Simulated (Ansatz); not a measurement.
# BNH4 (SMILES BN): CCSD/jorge-DZP (density fitting with cc-pVTZ-jkfit)

Aim: the vertical singlet–triplet gap of BNH4 at CCSD/jorge-DZP (density fitting with cc-pVTZ-jkfit), from 2 runs. 

Program for the calculation: Ansatz 0.2.0.

6 further runs of the same task are left out: 1 for a known fault of the program, 2 that didn't finish, 3 set aside as unsound or not needed.

### Step 1. The molecule

The species is BNH4 (6 atoms), meant as a singlet with charge 0. SMILES: `BN`. Geometry: relaxed at PBE0-D4/def2-TZVP.

Bond lengths: B1–N2 1.385 Å, B1–H3 1.197 Å, B1–H4 1.197 Å, N2–H5 1.006 Å, N2–H6 1.006 Å. Angles: B1–N2–H5 123.2°, B1–N2–H6 123.2°, N2–B1–H3 119.0°, N2–B1–H4 119.0°, H5–N2–H6 113.5°, H3–B1–H4 122.0°.

### Step 2. The energy at CCSD/jorge-DZP (density fitting with cc-pVTZ-jkfit)

Input file in.yaml:

```yaml
crystal:
  periodic: [false, false, false]
  atoms:
    - symbol: B
      position_ang: [-0.128200, -0.679600, -0.025600]
    - symbol: "N"
      position_ang: [0.146100, 0.677400, 0.010800]
    - symbol: H
      position_ang: [0.225800, -1.368000, 0.887500]
    - symbol: H
      position_ang: [-0.712000, -1.128700, -0.969200]
    - symbol: H
      position_ang: [-0.121600, 1.313700, -0.720800]
    - symbol: H
      position_ang: [0.632000, 1.121400, 0.771300]
basis:
  gaussian:
    orbitals: jorge-DZP.json
    fitting: {mean_field: cc-pVTZ-jkfit}
    symmetry_tolerance_ang: 0.001
correlation: {method: ccsd, frozen_orbitals: {B: 1, H: 0, "N": 1}, diis_vectors: 1}
accuracy: high
scf: {lower_state_search: full}
output: {orbitals: {seedname: orbitals}}
```

The basis set jorge-DZP is read from a file made from the Basis Set Exchange's data (not shown).

Run with:

```
$ ansatz run in.yaml --threads 1 --pin off --max-ram 2610MiB --events-out events.jsonl --progress --plain --runs-dir runs
```

Log, cut to the lines that bear on the results:

```text
Warning: RAYON_NUM_THREADS=1 ignored (pool sized by the plan → 1); use --threads N
Functional definition: HF
  name "HF"
[...]
278 factors; integrals over basis functions are off by at most 7.0e-2 eV
[...]
mean field -2217.90474647 eV, -81.5064960829 hartree, gradient 1.9e-8 eV, S^2 0.000000; 0 other end points of the search recorded, 0 dependent functions left out
2 core orbitals not correlated: weight in the atoms' cores, before any rotation towards them, 1.000 or more for the frozen orbitals, at most 0.000 for the correlated occupied ones
reference -2217.90474647 eV, -81.5064960829 hartree; 6, 6 occupied and 42, 42 virtual orbitals, 278 factors
second order -7.19031184 eV of doubles, -0.00000000 eV of singles
cycle   1  -7.68555862 eV  change   -5.0e-1 eV  update   6.2e-2
[...]
cycle  26  -7.94918074 eV  change  -3.9e-11 eV  update  9.3e-10
Total energy: -2225.85392720 eV, -81.7986230868 hartree
```

Wall time 0.4 s (1 thread of Arm Neoverse V2, shared host).

### Step 3. The triplet at the same level

Changes to in.yaml since step 2:

```diff
@@ -20,2 +20,3 @@
     symmetry_tolerance_ang: 0.001
+output: {orbitals: {seedname: orbitals}}
 correlation: {method: ccsd, frozen_orbitals: {B: 1, H: 0, "N": 1}, diis_vectors: 1}
@@ -23,2 +24,2 @@
 scf: {lower_state_search: full}
-output: {orbitals: {seedname: orbitals}}
+magnetization: {spin_polarized: false, initial_magnetization: 2}
```

The basis set jorge-DZP is read from a file made from the Basis Set Exchange's data (not shown).

Run with:

```
$ ansatz run in.yaml --threads 1 --pin off --max-ram 2610MiB --events-out events.jsonl --progress --plain --runs-dir runs
```

Log, cut to the lines that bear on the results:

```text
Warning: RAYON_NUM_THREADS=1 ignored (pool sized by the plan → 1); use --threads N
Functional definition: HF
  name "HF"
[...]
278 factors; integrals over basis functions are off by at most 7.0e-2 eV
[...]
mean field -2212.11114903 eV, -81.2935853039 hartree, gradient 1.0e-8 eV, S^2 2.000000; 21 other end points of the search recorded, 0 dependent functions left out
[...]
determinant -2212.11114903 eV, -81.2935853039 hartree, with singles and doubles -2219.43412151 eV, -81.5626995791 hartree
determinant -2210.59858219 eV, -81.2379994980 hartree, with singles and doubles -2217.82843719 eV, -81.5036917686 hartree
determinant -2210.55744280 eV, -81.2364876532 hartree, with singles and doubles -2218.48632988 eV, -81.5278688789 hartree
determinant -2210.54093719 eV, -81.2358810833 hartree, with singles and doubles -2218.50248333 eV, -81.5284625074 hartree
determinant -2209.16353858 eV, -81.1852626180 hartree, with singles and doubles -2216.35829882 eV, -81.4496651799 hartree
determinant -2207.63035908 eV, -81.1289193106 hartree, with singles and doubles -2215.99250111 eV, -81.4362223621 hartree
determinant -2206.31714680 eV, -81.0806596496 hartree, with singles and doubles -2214.79455953 eV, -81.3921988210 hartree
determinant -2205.73513007 eV, -81.0592709292 hartree, with singles and doubles -2214.04829982 eV, -81.3647742827 hartree
2 core orbitals not correlated: weight in the atoms' cores, before any rotation towards them, 1.000 or more for the frozen orbitals, at most 0.000 for the correlated occupied ones
reference -2212.11114903 eV, -81.2935853039 hartree; 7, 5 occupied and 41, 43 virtual orbitals, 278 factors
second order -6.22961437 eV of doubles, -0.12697933 eV of singles
cycle   1  -7.32316161 eV  change   -1.9e-4 eV  update   5.0e-4
[...]
cycle  28  -7.32341167 eV  change  -3.9e-10 eV  update   1.2e-9
Total energy: -2219.43456069 eV, -81.5627157187 hartree
```

Run time: 6.3 s. Hardware: 1 thread of Arm Neoverse V2, shared host.

### Step 4. Results

At CCSD/jorge-DZP (density fitting with cc-pVTZ-jkfit), 2 core orbitals frozen:

| quantity | value |
| --- | --- |
| singlet: total energy | -81.79862 Eh |
| singlet: HOMO energy (Hartree–Fock orbitals) | -11.91 eV |
| singlet: LUMO energy (Hartree–Fock orbitals) | 3.81 eV |
| singlet: HOMO–LUMO gap (Hartree–Fock orbitals) | 15.72 eV |
| singlet: correlation energy (2 core orbitals frozen) | -292.1 mEh |
| singlet: T1 diagnostic | 0.014 |
| triplet: total energy | -81.56272 Eh |
| triplet: correlation energy (2 core orbitals frozen) | -269.1 mEh |
| triplet: ⟨S²⟩ of the reference determinant | 2.000 |
| triplet: T1 diagnostic | 0.015 |
| vertical energy of the triplet above the singlet | 6.419 eV |

At this shape the triplet lies 6.42 eV (619 kJ/mol) above the singlet.
